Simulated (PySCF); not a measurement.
# SF₂: relaxation and vibrations of the singlet

The task is one start of a wider search on SF₂: the singlet, from a BP86 minimum start. It is relaxed, tested by its Hessian and followed downhill if it is a saddle.

Method: BP86, basis S def2-TZVP, F def2-TZVP, no relativity, density fitting; program: PySCF 2.14.0.

## 1. The system as given

3 atoms, charge 0, spin multiplicity 1.

Bond lengths: S1–F2 1.622 Å, S1–F3 1.622 Å. Angles: F2–S1–F3 99.5°.

```xyz
3
charge 0 multiplicity 1
S     0.0000    0.0000   -0.5689
F     1.2378    0.0000    0.4795
F    -1.2378    0.0000    0.4795
```

## 2. Finding the electronic state

One driver script runs all steps and calls PySCF; scf.py shows how it sets up the SCF of each step. The optimiser is the driver's own. The state is first sought with PBE. After this first run the driver tries any further starts and a stability analysis.

scf.py

```python
from pyscf import gto, scf, dft
mol = gto.M(atom='''
S     -0.000000     0.000000    -0.568903
F      1.237815    -0.000000     0.479454
F     -1.237815     0.000000     0.479454''',
    basis={'S': 'def2-TZVP', 'F': 'def2-TZVP'},
    charge=0, spin=0)
mf = dft.RKS(mol, xc='PBE')
mf.grids.atom_grid = (50, 194)
aux = {'S': 'def2-universal-JKFIT', 'F': 'def2-universal-JKFIT'}
mf = mf.density_fit(auxbasis=aux)
mf.conv_tol = 1e-08
mf.diis_space = 10
mf.max_cycle = 60
mf.init_guess = 'minao'
mf.verbose = 4
mf.kernel()
```

The run is started by

```sh
$ OMP_NUM_THREADS=2 python axn.py task.json out
```

The runs that follow: BP86 minimum start, singlet: relaxation; Vibrations and properties at this point.

Before running it: what results should come out? Wanted: minimum; geometry; wavenumbers; dipole moment; highest occupied, lowest empty level; polar-tensor charge of S1; zero-point energy; atomisation energy.

The runs gave:

```
                                 quantity                          value
                                  minimum                   singlet, C2v
                                 geometry  S–F 1.622 Å (×2); F–S–F 99.5°
                       wavenumbers (cm⁻¹)   321 (a1), 765 (b2), 791 (a1)
                            dipole moment                         1.07 D
     highest occupied, lowest empty level                -5.95, -3.08 eV
                polar-tensor charge of S1                        +0.89 e
                        zero-point energy                    11.2 kJ/mol
                      entropy at 298.15 K                259.2 J/(mol K)
atomisation energy (no zero-point energy)                     794 kJ/mol
```

The BP86 minimum start keeps its C2v symmetry and ends in a minimum. The strongest infrared band lies at 765 cm⁻¹ (b2, stretch). Only this shape and spin were tried, so other structures or states may lie lower.
